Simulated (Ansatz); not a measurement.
Input file:

```yaml
crystal:
  periodic: [false, false, false]
  atoms:
    - {symbol: Ge, position_ang: [-0.026178, 0.000000, 0.222868]}
    - {symbol: B, position_ang: [0.116774, -0.000001, -1.432973]}
    - {symbol: H, position_ang: [0.416999, 1.276988, 0.940642]}
    - {symbol: H, position_ang: [0.416999, -1.276987, 0.940643]}
    - {symbol: H, position_ang: [-0.199939, -0.000001, -2.573046]}
basis:
  gaussian: {orbitals: cc-pVDZ}
magnetization: {spin_polarized: true, initial_magnetization: 0}
correlation: {method: ccsdt_q, electrons: outside_noble_gas}
```

```sh
$ ansatz run in.yaml --threads 2 --pin off --events-out ev --progress --plain --max-ram 16896MiB --backend cuda --devices 0, --max-vram 18GiB
```

Output:

```
1078 factors; integrals over basis functions are off by at most 1.5e-7 eV
mean field evaluation 1: about -57186.9753 eV, gradient 8.0e0 eV
mean field evaluation 2: about -57187.0045 eV, gradient 8.0e0 eV
mean field evaluation 4: about -57187.7900 eV, gradient 5.3e-1 eV
mean field evaluation 8: about -57187.7956 eV, gradient 7.8e-2 eV
mean field evaluation 16: about -57187.8052 eV, gradient 5.4e-1 eV
mean field evaluation 32: about -57187.7958 eV, gradient 2.2e-2 eV
mean field evaluation 64: about -57187.8067 eV, gradient 1.8e-1 eV
mean field evaluation 96: about -57187.2054 eV, gradient 1.3e0 eV
mean field evaluation 128: about -57187.0231 eV, gradient 2.4e-2 eV
mean field evaluation 160: about -57181.9602 eV, gradient 3.1e-3 eV
...
mean field -57187.80929306 eV, -2101.6132282305 hartree, gradient 1.6e-6 eV, S^2 0.150112; 10 other end points of the search recorded, 0 dependent functions left out
determinant -57187.80929306 eV, -2101.6132282305 hartree, with singles and doubles -57193.37819970 eV, -2101.8178817749 hartree
determinant -57187.02308820 eV, -2101.5843357351 hartree, with singles and doubles -57191.94692278 eV, -2101.7652833181 hartree
determinant -57187.79577590 eV, -2101.6127314842 hartree, with singles and doubles -57193.39062137 eV, -2101.8183382630 hartree
determinant -57187.80929306 eV, -2101.6132282305 hartree, with singles and doubles -57193.38261052 eV, -2101.8180438695 hartree
determinant -57187.79577590 eV, -2101.6127314842 hartree, with singles and doubles -57193.39047480 eV, -2101.8183328763 hartree
15 core orbitals not correlated: weight in the atoms' cores, before any rotation towards them, 0.998 or more for the frozen orbitals, at most 0.001 for the correlated occupied ones
reference -57187.79577590 eV, -2101.6127314842 hartree; 5, 5 occupied and 36, 36 virtual orbitals, 1078 factors
second order -4.58465629 eV of doubles, -0.00000000 eV of singles
...
cycle   7  -5.82095075 eV  change    1.2e-3 eV  update   6.9e-4
cycle   8  -5.82126462 eV  change   -3.1e-4 eV  update   2.9e-4
cycle   9  -5.82142998 eV  change   -1.7e-4 eV  update   1.2e-4
cycle  10  -5.82132314 eV  change    1.1e-4 eV  update   4.5e-5
cycle  11  -5.82131405 eV  change    9.1e-6 eV  update   1.9e-5
cycle  12  -5.82132411 eV  change   -1.0e-5 eV  update   6.8e-6
cycle  13  -5.82133569 eV  change   -1.2e-5 eV  update   3.4e-6
cycle  14  -5.82134058 eV  change   -4.9e-6 eV  update   1.6e-6
cycle  15  -5.82133961 eV  change    9.8e-7 eV  update   7.9e-7
cycle  16  -5.82133897 eV  change    6.4e-7 eV  update   4.5e-7
perturbative correction -0.01110330 eV, -0.0004080387 hartree
Total energy: -57193.62821817 eV, -2101.8270697842 hartree
```

Ran on 2 threads of AMD EPYC 7R13 with a shared H100 80 GB, shared host: 3.9 s wall, 0.86 GiB peak host memory.
